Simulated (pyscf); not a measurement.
Single points on ωB97X-D3(BJ)/def2-SVP structures (PySCF, gas phase).

### Question
`[F][CH]([F])[CH2][Br]` → `[CH3][Br]` + `[F][C][F]` [singlet]
Surface: singlet. Broken: C–C, C–H. Formed: C–H. Give ΔE‡ and ΔE from ωB97M-D3(BJ)/def2-TZVP, relative to the reactant's lowest minimum found.

### Answer
ΔE‡ = 397.1 kJ/mol, ΔE = +237.0 kJ/mol. Zero-point energy shifts the barrier by -18.8 kJ/mol. It is a 1,1-elimination, with an imaginary mode of 1415i cm⁻¹. This is the saddle that the search found; another between the same sides may lie lower. Elements up to Kr have no core potential and no relativistic terms here.
